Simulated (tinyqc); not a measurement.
UHF in the sto-3g basis, for LiH+, spin multiplicity 2, step by step (part 2 of 2). Computed by tinyqc, a small Python program that keeps every step (integrals from PySCF). Command: `OMP_NUM_THREADS=1 python tinyqc.py 29835 29836 out.jsonl` (the two numbers bound the seeds that draw the settings). One thread of a shared host (Intel(R) Xeon(R) Processor @ 2.60GHz), about 0.08 s of CPU time with the checks.

Geometry (angstrom):
```
atom         x         y         z
Li    0.000000  0.000000  0.000000
H     0.000000  0.000000  3.005000
```

## Iteration 3: building the Fock matrix

D(alpha) after iteration 2, order 1Li 1s, 1Li 2s, 1Li 2px, 1Li 2py, 1Li 2pz, 2H 1s:
```
[[0.989245, 0.013299, 0.000000, 0.000000, -0.013742, -0.063594],
 [0.013299, 0.061560, 0.000000, 0.000000, 0.049712, 0.217461],
 [0.000000, 0.000000, 0.000000, 0.000000, 0.000000, 0.000000],
 [0.000000, 0.000000, 0.000000, 0.000000, 0.000000, 0.000000],
 [-0.013742, 0.049712, 0.000000, 0.000000, 0.040753, 0.178354],
 [-0.063594, 0.217461, 0.000000, 0.000000, 0.178354, 0.780579]]
```

D(beta) after iteration 2, order 1Li 1s, 1Li 2s, 1Li 2px, 1Li 2py, 1Li 2pz, 2H 1s:
```
[[0.984719, 0.029851, 0.000000, 0.000000, -0.000834, -0.002521],
 [0.029851, 0.000905, 0.000000, 0.000000, -0.000025, -0.000076],
 [0.000000, 0.000000, 0.000000, 0.000000, 0.000000, 0.000000],
 [0.000000, 0.000000, 0.000000, 0.000000, 0.000000, 0.000000],
 [-0.000834, -0.000025, 0.000000, 0.000000, 0.000001, 0.000002],
 [-0.002521, -0.000076, 0.000000, 0.000000, 0.000002, 0.000006]]
```

core Hamiltonian H = T + V (hartree), order 1Li 1s, 1Li 2s, 1Li 2px, 1Li 2py, 1Li 2pz, 2H 1s:
```
[[-4.582194, -1.027044, 0.000000, 0.000000, -0.004566, -0.008539],
 [-1.027044, -1.279727, 0.000000, 0.000000, -0.053800, -0.160475],
 [0.000000, 0.000000, -1.040948, 0.000000, 0.000000, 0.000000],
 [0.000000, 0.000000, 0.000000, -1.040948, 0.000000, 0.000000],
 [-0.004566, -0.053800, 0.000000, 0.000000, -1.075305, -0.243521],
 [-0.008539, -0.160475, 0.000000, 0.000000, -0.243521, -0.994878]]
```

Two-electron integrals (ij|kl) in chemists' order, unique and non-zero (hartree):
```
(11|11) 1.680395   (21|11) 0.265420   (21|21) 0.049941   (22|11) 0.397727
(22|21) 0.092860   (22|22) 0.290562   (31|31) 0.008981   (32|31) 0.013788
(32|32) 0.064184   (33|11) 0.396640   (33|21) 0.092880   (33|22) 0.290497
(33|33) 0.312946   (41|41) 0.008981   (42|41) 0.013788   (42|42) 0.064184
(43|43) 0.016869   (44|11) 0.396640   (44|21) 0.092880   (44|22) 0.290497
(44|33) 0.279207   (44|44) 0.312946   (51|51) 0.008981   (52|51) 0.013788
(52|52) 0.064184   (53|53) 0.016869   (54|54) 0.016869   (55|11) 0.396640
(55|21) 0.092880   (55|22) 0.290497   (55|33) 0.279207   (55|44) 0.279207
(55|55) 0.312946   (61|11) 0.001819   (61|21) 0.000358   (61|22) 0.000724
(61|33) 0.000710   (61|44) 0.000710   (61|51) 0.000061   (61|52) 0.000129
(61|55) 0.000754   (61|61) 3.14e-06   (62|11) 0.027500   (62|21) 0.006610
(62|22) 0.025601   (62|33) 0.024072   (62|44) 0.024072   (62|51) 0.000870
(62|52) 0.007979   (62|55) 0.028625   (62|61) 0.000064   (62|62) 0.006509
(63|31) 0.000199   (63|32) 0.001455   (63|53) 0.000787   (63|63) 0.000203
(64|41) 0.000199   (64|42) 0.001455   (64|54) 0.000787   (64|64) 0.000203
(65|11) 0.041848   (65|21) 0.010072   (65|22) 0.039348   (65|33) 0.036859
(65|44) 0.036859   (65|51) 0.001351   (65|52) 0.012532   (65|55) 0.044276
(65|61) 0.000098   (65|62) 0.010361   (65|65) 0.016512   (66|11) 0.176099
(66|21) 0.042463   (66|22) 0.174301   (66|33) 0.163331   (66|44) 0.163331
(66|51) 0.004565   (66|52) 0.052696   (66|55) 0.195898   (66|61) 0.000398
(66|62) 0.062213   (66|65) 0.100123   (66|66) 0.774606
```

nuclear repulsion = 0.52829672 hartree

J_ij = sum D_kl (ij|kl) with D = D(alpha) + D(beta), K_ij = sum D_kl (ik|jl) for each spin; F = H + J - K(s); E = tr D H + tr D J / 2 - 0.5 sum_s tr D(s) K(s) + E_nn.

Coulomb J (hartree), order 1Li 1s, 1Li 2s, 1Li 2px, 1Li 2py, 1Li 2pz, 2H 1s:
```
[[3.545057, 0.577392, 0.000000, 0.000000, 0.005524, 0.004082],
 [0.577392, 0.984229, 0.000000, 0.000000, 0.055033, 0.113467],
 [0.000000, 0.000000, 0.971506, 0.000000, 0.000000, 0.000000],
 [0.000000, 0.000000, 0.000000, 0.971506, 0.000000, 0.000000],
 [0.005524, 0.055033, 0.000000, 0.000000, 1.002922, 0.177480],
 [0.004082, 0.113467, 0.000000, 0.000000, 0.177480, 1.042608]]
```

exchange K(alpha) (hartree), order 1Li 1s, 1Li 2s, 1Li 2px, 1Li 2py, 1Li 2pz, 2H 1s:
```
[[1.672771, 0.274849, 0.000000, 0.000000, -0.000266, 0.001792],
 [0.274849, 0.090598, 0.000000, 0.000000, 0.041190, 0.101174],
 [0.000000, 0.000000, 0.014937, 0.000000, 0.000000, 0.000000],
 [0.000000, 0.000000, 0.000000, 0.014937, 0.000000, 0.000000],
 [-0.000266, 0.041190, 0.000000, 0.000000, 0.059917, 0.133840],
 [0.001792, 0.101174, 0.000000, 0.000000, 0.133840, 0.669468]]
```

exchange K(beta) (hartree), order 1Li 1s, 1Li 2s, 1Li 2px, 1Li 2py, 1Li 2pz, 2H 1s:
```
[[1.670599, 0.274741, 0.000000, 0.000000, -0.000447, 0.002146],
 [0.274741, 0.054948, 0.000000, 0.000000, -0.000129, 0.000464],
 [0.000000, 0.000000, 0.009724, 0.000000, 0.000000, 0.000000],
 [0.000000, 0.000000, 0.000000, 0.009724, 0.000000, 0.000000],
 [-0.000447, -0.000129, 0.000000, 0.000000, 0.009717, 0.000079],
 [0.002146, 0.000464, 0.000000, 0.000000, 0.000079, 0.000006]]
```

F(alpha) (hartree), order 1Li 1s, 1Li 2s, 1Li 2px, 1Li 2py, 1Li 2pz, 2H 1s:
```
[[-2.709908, -0.724502, 0.000000, 0.000000, 0.001224, -0.006249],
 [-0.724502, -0.386096, 0.000000, 0.000000, -0.039958, -0.148182],
 [0.000000, 0.000000, -0.084379, 0.000000, 0.000000, 0.000000],
 [0.000000, 0.000000, 0.000000, -0.084379, 0.000000, 0.000000],
 [0.001224, -0.039958, 0.000000, 0.000000, -0.132300, -0.199882],
 [-0.006249, -0.148182, 0.000000, 0.000000, -0.199882, -0.621739]]
```

F(beta) (hartree), order 1Li 1s, 1Li 2s, 1Li 2px, 1Li 2py, 1Li 2pz, 2H 1s:
```
[[-2.707736, -0.724394, 0.000000, 0.000000, 0.001405, -0.006603],
 [-0.724394, -0.350447, 0.000000, 0.000000, 0.001362, -0.047472],
 [0.000000, 0.000000, -0.079167, 0.000000, 0.000000, 0.000000],
 [0.000000, 0.000000, 0.000000, -0.079167, 0.000000, 0.000000],
 [0.001405, 0.001362, 0.000000, 0.000000, -0.082100, -0.066121],
 [-0.006603, -0.047472, 0.000000, 0.000000, -0.066121, 0.047724]]
```

total energy of this density = -7.60077419 hartree

## Iteration 3: diagonalisation and new density

X, order 1Li 1s, 1Li 2s, 1Li 2px, 1Li 2py, 1Li 2pz, 2H 1s:
```
[[-0.624179, 0.516360, 0.000000, 0.000000, -0.437880, 0.463339],
 [0.755443, -0.336978, 0.000000, 0.000000, -0.290073, 0.557820],
 [0.000000, 0.000000, 0.685998, 0.727603, 0.000000, 0.000000],
 [0.000000, 0.000000, 0.727603, -0.685998, 0.000000, 0.000000],
 [0.368739, 0.691196, 0.000000, 0.000000, 0.591938, 0.273041],
 [-0.558961, -0.576065, 0.000000, 0.000000, 0.487426, 0.416622]]
```

Diagonalise F' = X^T F X, C = X C', fill 2 alpha and 1 beta electrons from the bottom; D(s) = C_occ C_occ^T. Each column has its largest component positive (the first on a tie).

F' = X^T F X (alpha) (hartree):
```
[[-0.624759, 0.442395, 0.000000, 0.000000, -0.469305, 0.737298],
 [0.442395, -0.658932, 0.000000, 0.000000, 0.710273, -0.515624],
 [0.000000, 0.000000, -0.084379, 0.000000, 0.000000, 0.000000],
 [0.000000, 0.000000, 0.000000, -0.084379, 0.000000, 0.000000],
 [-0.469305, 0.710273, 0.000000, 0.000000, -0.987888, 0.630590],
 [0.737298, -0.515624, 0.000000, 0.000000, 0.630590, -1.322825]]
```

orbital energies (alpha) (hartree): [-2.712057, -0.646073, -0.167460, -0.084379, -0.084379, -0.068815]

coefficients C (alpha), order 1Li 1s, 1Li 2s, 1Li 2px, 1Li 2py, 1Li 2pz, 2H 1s:
```
[[0.992280, -0.047554, -0.274731, 0.000000, 0.000000, -0.017094],
 [0.030269, 0.164730, 1.023130, 0.000000, 0.000000, 0.068598],
 [0.000000, 0.000000, 0.000000, 0.621666, 0.783282, 0.000000],
 [0.000000, 0.000000, 0.000000, 0.783282, -0.621666, 0.000000],
 [0.000274, 0.150586, -0.066037, 0.000000, 0.000000, 1.005796],
 [-0.002230, 0.927817, -0.259427, 0.000000, 0.000000, -0.356783]]
```

F' = X^T F X (beta) (hartree):
```
[[-0.505181, 0.572467, 0.000000, 0.000000, -0.600801, 0.618482],
 [0.572467, -0.494526, 0.000000, 0.000000, 0.528863, -0.689779],
 [0.000000, 0.000000, -0.079167, 0.000000, 0.000000, 0.000000],
 [0.000000, 0.000000, 0.000000, -0.079167, 0.000000, 0.000000],
 [-0.600801, 0.528863, 0.000000, 0.000000, -0.773224, 0.844787],
 [0.618482, -0.689779, 0.000000, 0.000000, 0.844787, -1.101529]]
```

orbital energies (beta) (hartree): [-2.709888, -0.169349, -0.096440, -0.079167, -0.079167, 0.101217]

coefficients C (beta), order 1Li 1s, 1Li 2s, 1Li 2px, 1Li 2py, 1Li 2pz, 2H 1s:
```
[[0.992313, -0.270985, 0.033663, 0.000000, 0.000000, 0.058301],
 [0.030151, 1.005261, -0.126030, 0.000000, 0.000000, -0.228496],
 [0.000000, 0.000000, 0.000000, 0.985308, 0.170788, 0.000000],
 [0.000000, 0.000000, 0.000000, -0.170788, 0.985308, 0.000000],
 [-0.000098, 0.035495, 0.908759, 0.000000, 0.000000, -0.459955],
 [-0.002604, 0.121182, 0.270803, 0.000000, 0.000000, 0.983575]]
```

D(alpha) after iteration 3, order 1Li 1s, 1Li 2s, 1Li 2px, 1Li 2py, 1Li 2pz, 2H 1s:
```
[[0.986880, 0.022202, 0.000000, 0.000000, -0.006889, -0.046334],
 [0.022202, 0.028052, 0.000000, 0.000000, 0.024814, 0.152772],
 [0.000000, 0.000000, 0.000000, 0.000000, 0.000000, 0.000000],
 [0.000000, 0.000000, 0.000000, 0.000000, 0.000000, 0.000000],
 [-0.006889, 0.024814, 0.000000, 0.000000, 0.022676, 0.139715],
 [-0.046334, 0.152772, 0.000000, 0.000000, 0.139715, 0.860850]]
```

D(beta) after iteration 3, order 1Li 1s, 1Li 2s, 1Li 2px, 1Li 2py, 1Li 2pz, 2H 1s:
```
[[0.984684, 0.029919, 0.000000, 0.000000, -0.000097, -0.002584],
 [0.029919, 0.000909, 0.000000, 0.000000, -0.000003, -0.000079],
 [0.000000, 0.000000, 0.000000, 0.000000, 0.000000, 0.000000],
 [0.000000, 0.000000, 0.000000, 0.000000, 0.000000, 0.000000],
 [-0.000097, -0.000003, 0.000000, 0.000000, 0.000000, 0.000000],
 [-0.002584, -0.000079, 0.000000, 0.000000, 0.000000, 0.000007]]
```

Within a degenerate level the vectors are fixed only up to a rotation; this is one choice.

## Iteration 14 (converged): orbitals

converged F(alpha) (hartree), order 1Li 1s, 1Li 2s, 1Li 2px, 1Li 2py, 1Li 2pz, 2H 1s:
```
[[-2.727355, -0.728649, 0.000000, 0.000000, 0.000337, -0.006540],
 [-0.728649, -0.376597, 0.000000, 0.000000, -0.022090, -0.126198],
 [0.000000, 0.000000, -0.091366, 0.000000, 0.000000, 0.000000],
 [0.000000, 0.000000, 0.000000, -0.091366, 0.000000, 0.000000],
 [0.000337, -0.022090, 0.000000, 0.000000, -0.122972, -0.182866],
 [-0.006540, -0.126198, 0.000000, 0.000000, -0.182866, -0.637773]]
```

converged F(beta) (hartree), order 1Li 1s, 1Li 2s, 1Li 2px, 1Li 2py, 1Li 2pz, 2H 1s:
```
[[-2.726836, -0.728578, 0.000000, 0.000000, 0.000298, -0.006673],
 [-0.728578, -0.360745, 0.000000, 0.000000, -0.000068, -0.044908],
 [0.000000, 0.000000, -0.089893, 0.000000, 0.000000, 0.000000],
 [0.000000, 0.000000, 0.000000, -0.089893, 0.000000, 0.000000],
 [0.000298, -0.000068, 0.000000, 0.000000, -0.091641, -0.061776],
 [-0.006673, -0.044908, 0.000000, 0.000000, -0.061776, 0.102974]]
```

As before.

F' = X^T F X (alpha) (hartree):
```
[[-0.641386, 0.432013, 0.000000, 0.000000, -0.453475, 0.758606],
 [0.432013, -0.675725, 0.000000, 0.000000, 0.716172, -0.519598],
 [0.000000, 0.000000, -0.091366, 0.000000, 0.000000, 0.000000],
 [0.000000, 0.000000, 0.000000, -0.091366, 0.000000, 0.000000],
 [-0.453475, 0.716172, 0.000000, 0.000000, -0.993978, 0.646530],
 [0.758606, -0.519598, 0.000000, 0.000000, 0.646530, -1.308650]]
```

orbital energies (alpha) (hartree): [-2.729478, -0.649509, -0.170025, -0.091366, -0.091366, -0.070727]

coefficients C (alpha), order 1Li 1s, 1Li 2s, 1Li 2px, 1Li 2py, 1Li 2pz, 2H 1s:
```
[[0.992368, -0.031450, -0.274960, 0.000000, 0.000000, -0.035551],
 [0.029945, 0.105470, 1.024205, 0.000000, 0.000000, 0.136154],
 [0.000000, 0.000000, 0.000000, 0.978366, 0.206881, 0.000000],
 [0.000000, 0.000000, 0.000000, -0.206881, 0.978366, 0.000000],
 [0.000445, 0.110657, -0.119523, 0.000000, 0.000000, 1.006047],
 [-0.002453, 0.955069, -0.188534, 0.000000, 0.000000, -0.328237]]
```

F' = X^T F X (beta) (hartree):
```
[[-0.502881, 0.590550, 0.000000, 0.000000, -0.619465, 0.605289],
 [0.590550, -0.488103, 0.000000, 0.000000, 0.513290, -0.709568],
 [0.000000, 0.000000, -0.089893, 0.000000, 0.000000, 0.000000],
 [0.000000, 0.000000, 0.000000, -0.089893, 0.000000, 0.000000],
 [-0.619465, 0.513290, 0.000000, 0.000000, -0.766156, 0.863095],
 [0.605289, -0.709568, 0.000000, 0.000000, 0.863095, -1.100680]]
```

orbital energies (beta) (hartree): [-2.728955, -0.177980, -0.100019, -0.089893, -0.089893, 0.149135]

coefficients C (beta), order 1Li 1s, 1Li 2s, 1Li 2px, 1Li 2py, 1Li 2pz, 2H 1s:
```
[[0.992387, -0.273388, 0.021652, 0.000000, 0.000000, 0.051067],
 [0.029875, 1.015559, -0.082051, 0.000000, 0.000000, -0.201416],
 [0.000000, 0.000000, 0.000000, 0.286597, 0.958051, 0.000000],
 [0.000000, 0.000000, 0.000000, 0.958051, -0.286597, 0.000000],
 [0.000346, 0.027373, 0.946186, 0.000000, 0.000000, -0.377683],
 [-0.002620, 0.079844, 0.186223, 0.000000, 0.000000, 1.007167]]
```

D(alpha) after iteration 14, order 1Li 1s, 1Li 2s, 1Li 2px, 1Li 2py, 1Li 2pz, 2H 1s:
```
[[0.985783, 0.026399, 0.000000, 0.000000, -0.003038, -0.032471],
 [0.026399, 0.012021, 0.000000, 0.000000, 0.011684, 0.100657],
 [0.000000, 0.000000, 0.000000, 0.000000, 0.000000, 0.000000],
 [0.000000, 0.000000, 0.000000, 0.000000, 0.000000, 0.000000],
 [-0.003038, 0.011684, 0.000000, 0.000000, 0.012245, 0.105684],
 [-0.032471, 0.100657, 0.000000, 0.000000, 0.105684, 0.912162]]
```

D(beta) after iteration 14, order 1Li 1s, 1Li 2s, 1Li 2px, 1Li 2py, 1Li 2pz, 2H 1s:
```
[[0.984832, 0.029648, 0.000000, 0.000000, 0.000344, -0.002600],
 [0.029648, 0.000893, 0.000000, 0.000000, 0.000010, -0.000078],
 [0.000000, 0.000000, 0.000000, 0.000000, 0.000000, 0.000000],
 [0.000000, 0.000000, 0.000000, 0.000000, 0.000000, 0.000000],
 [0.000344, 0.000010, 0.000000, 0.000000, 0.000000, -0.000001],
 [-0.002600, -0.000078, 0.000000, 0.000000, -0.000001, 0.000007]]
```

Within a degenerate level the vectors are fixed only up to a rotation; this is one choice.

## Convergence

Stop when the energy changes by less than 1e-09 hartree and every element of the error matrix X^T (F D S - S D F) X (for each spin) is below 9e-06.

Course of the cycle:
```
iteration  E (hartree)     change  largest element of the error matrix
1          -7.37138557          -                             9.73e-02
2          -7.56436190  -1.93e-01                             7.00e-02
3          -7.60077419  -3.64e-02                             3.24e-02
4          -7.60743641  -6.66e-03                             1.38e-02
5          -7.60863369  -1.20e-03                             5.83e-03
6          -7.60884825  -2.15e-04                             2.46e-03
7          -7.60888670  -3.84e-05                             1.04e-03
8          -7.60889359  -6.89e-06                             4.39e-04
9          -7.60889482  -1.23e-06                             1.86e-04
10         -7.60889504  -2.21e-07                             7.87e-05
11         -7.60889508  -3.97e-08                             3.33e-05
12         -7.60889509  -7.11e-09                             1.41e-05
13         -7.60889509  -1.27e-09                             5.97e-06
14         -7.60889509  -2.28e-10                             2.53e-06
```

PySCF UHF in the same basis, after a stability check = -7.60889509 hartree

Converged in 14 iterations.

## Populations, bond orders and dipole

overlap S, order 1Li 1s, 1Li 2s, 1Li 2px, 1Li 2py, 1Li 2pz, 2H 1s:
```
[[1.000000, 0.241137, 0.000000, 0.000000, 0.000000, 0.001923],
 [0.241137, 1.000000, 0.000000, 0.000000, 0.000000, 0.122836],
 [0.000000, 0.000000, 1.000000, 0.000000, 0.000000, 0.000000],
 [0.000000, 0.000000, 0.000000, 1.000000, 0.000000, 0.000000],
 [0.000000, 0.000000, 0.000000, 0.000000, 1.000000, 0.191392],
 [0.001923, 0.122836, 0.000000, 0.000000, 0.191392, 1.000000]]
```

Mulliken: Z minus the diagonal of D S on the atom; Loewdin: the same with S^(1/2) D S^(1/2); Mayer order: 2 sum_s sum (D(s) S)_ij (D(s) S)_ji over the two atoms.

Charges (e):
```
atom  Mulliken   Loewdin  Mulliken spin
1Li   0.944683  0.933328       0.055301
2H    0.055317  0.066672       0.944699
```

Mayer bond orders:
```
pair     order
2-1   0.104484
```

dipole moment about the origin, x y z (debye): [0.000000, 0.000000, 0.398741]

<S^2> of the determinant (pure state: 0.75) = 0.750000
